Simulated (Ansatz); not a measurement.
`[NH2][Mg][Cl]` + NH₃ → `[NH2][Mg][NH2]` + HCl at 600 K and 1 bar (ligand exchange at a Mg–Cl bond).

Program: Ansatz. Geometries: PBE0-D4/def2-TZVP. ΔE: electronic, gas phase. CCSD(T)/CBS is the MP2 limit (def2-TZVPP, def2-QZVPP) plus CCSD(T) − MP2 in def2-TZVPP, frozen cores. This one scheme is used for every species. For Mg outer-core shells are correlated without core-valence functions, which leaves a few kJ/mol of doubt a bond. Each species was taken in one conformer, which may not be the lowest.

```tsv
species	CCSD(T)/CBS energy (Eh)	H − E (kJ/mol)	S (J/(mol·K))
`[NH2][Mg][Cl]`	-715.67895	105.7	343.6
NH₃	-56.50880	112.4	219.5
`[NH2][Mg][NH2]`	-311.75078	175.3	363.4
HCl	-460.38127	35.4	207.2
```

H − E and S are ideal-gas, rigid-rotor, harmonic terms from PBE0-D4/def2-TZVP, for one conformer and one mirror image of each species. 1 Eh = 2625.50 kJ/mol, R = 8.31446 J/(mol·K).

Question: By hand: ΔE, ΔH, ΔS and ΔG.

Answer: ΔE = (-311.75078) + (-460.38127) − (-715.67895) − (-56.50880) = 0.05570 Eh = 146.2 kJ/mol. Δ(H − E) = 175.3 + 35.4 − 105.7 − 112.4 = -7.4, so ΔH = 138.8 kJ/mol. ΔS = 363.4 + 207.2 − 343.6 − 219.5 = 7.5 J/(mol·K). ΔG = 138.8 − 600 × (7.5)/1000 = 134.3 kJ/mol.

Question: By hand: the equilibrium constant, and the temperature at which ΔG would vanish if ΔH and ΔS stayed fixed.

Answer: log₁₀ K = −ΔG/(RT ln 10) = -11.7. ΔG = 0 at ΔH/ΔS = 18507 K, far beyond where these terms or the molecules hold.

The number of gas molecules stays the same, so ΔS is small and ΔH decides. A doubt of 5 kJ/mol in ΔE shifts log₁₀ K by 0.4 here. Other conformers and mirror images would add mixing entropy, several J/(mol·K) or more a flexible species. These are equilibria of isolated gas molecules and say nothing of rates. Largest T1 diagnostic: 0.009 (customary marks: 0.02 for closed shells, 0.045 for open ones).
